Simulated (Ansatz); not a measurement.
## How the band gap of chalcopyrite ZnSnSb2 (cell taken from a computed entry) moves with the method

The reference, 0.4 eV (measured, temperature not stated, no zero-point or thermal correction; as tabulated in Kim et al. (2020), doi:10.1038/s41597-020-00723-8), is not set against levels without spin–orbit coupling, which matters for this solid.

```tsv
level (code)	value (eV)
LDA (Ansatz)	0.00
PBEsol+SOC (Ansatz)	0.00
r²SCAN+SOC (Ansatz)	0.04 (direct)
```

Computed values are for a static lattice. Spin–orbit coupling is included only where a level's name says +SOC; with heavier elements it mostly lowers gaps and can invert bands. A gap of zero means that the bands touch or overlap; how far they overlap is not shown.  Values are at the PBEsol cell. Cutoffs and k meshes differ between the levels. Ansatz's density-functional and Hartree–Fock values are scalar-relativistic unless marked +SOC, with PAW data made under PBE.

Ansatz is a program for electronic structure.
